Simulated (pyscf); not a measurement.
H₂B–F + HCl -> F–BH–Cl + H₂ (four-centre exchange; singlet surface; B–H, Cl–H broken, B–Cl, H–H formed). PySCF, gas phase, ωB97X-D3(BJ)/def2-SVP geometries. Energies in eV from the separated reactants.

```
level                   barrier  reaction energy
----------------------  -------  ---------------
ωB97X-D3(BJ)/def2-TZVP     0.73            -0.86
B3LYP-D3(BJ)/def2-TZVP     0.68            -0.84
PBE0-D3(BJ)/def2-TZVP      0.47            -0.87
M06-2X/def2-TZVP              …                …
ωB97M-D3(BJ)/def2-TZVP        …            -0.84
HF/def2-TZVP               1.57            -0.65
```

Question: Complete the blanks.

Answer: 
- M06-2X/def2-TZVP, barrier: 0.71
- M06-2X/def2-TZVP, reaction energy: -0.89
- ωB97M-D3(BJ)/def2-TZVP, barrier: 0.72

The functionals in the table span 0.25 eV in this barrier, from PBE0-D3(BJ) to ωB97X-D3(BJ)/def2-TZVP. This is the saddle that the search found; another between the same sides may lie lower.
